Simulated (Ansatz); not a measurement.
**What a trial cell of Cs₃Sb₂ relaxes into**

Method: Ansatz 0.2.0, DFT PBE, scalar-relativistic, plane waves, PAW. Cutoff 420 eV, Γ-centred k mesh, Gaussian smearing, no spin polarisation in the final step.

The start puts Cs₃Sb₂ on the anti-A-type sesquioxide structure type (P-3m1, No. 164), with Sb in place of La, Cs in place of O, at a guessed volume.

```
Cs Sb
1.0
     5.18520    0.00000    0.00000
    -2.59260    4.49051    0.00000
     0.00000    0.00000    8.06732
Cs Sb
3 2
Direct
  0.00000 0.00000 0.00000
  0.33333 0.66667 0.64500
  0.66667 0.33333 0.35500
  0.33333 0.66667 0.24500
  0.66667 0.33333 0.75500
```

Cell and atoms relax at zero pressure; the relaxation can't lower the symmetry of the start. After a coarse first stage the cell is made exact in the group found at 0.06 Å.

Formation energies are uncorrected and refer to the elements' standard structures at the same level.

**Question.** Which crystal results?

**Answer.** It keeps P-3m1 (No. 164), but not the shape of the type it started on. Conventional cell: a = 6.399 Å, c = 7.983 Å. Cs on Wyckoff site a (1 atom of the primitive cell) is coordinated by 6 Sb at 3.77 Å and 6 Cs at 4.67 Å; Cs on Wyckoff site d (2 atoms of the primitive cell) has 1 Sb at 3.60 Å, 4 Sb at 4.26–4.38 Å, 3 Cs at 4.33 Å and 3 Cs at 4.67 Å; around Sb lie 4 Cs at 3.60–3.77 Å, 3 Sb at 3.98 Å and 4 Cs at 4.26–4.38 Å.

```xyz
5
Lattice="6.3990 0.0000 0.0000 -3.1995 5.5417 0.0000 0.0000 0.0000 7.9833" Properties=species:S:1:pos:R:3 pbc="T T T"
Cs    0.0000    0.0000    0.0000
Cs    0.0000    3.6945    5.1245
Cs    3.1995    1.8472    2.8589
Sb    0.0000    3.6945    0.7419
Sb    3.1995    1.8472    7.2415
```

**Question.** What are its volume, energy, density and gap?

**Answer.** The volume per atom is 56.62 Å³ and the density is 3.77 g/cm³. The energy over the elements is -0.10 eV/atom. The gap on the 6×6×6 mesh is 0 eV (a metal).

The final run used a 6×6×6 mesh on its 5-atom cell and 0.10 eV smearing. For metals, differences of a few meV/atom aren't resolved. Spin–orbit coupling is left out. Symmetry constrained the relaxation, so the result can be a saddle point.

Cost: 3 runs of about 7.4 core-minutes in all, on Arm Neoverse V1 (shared hosts).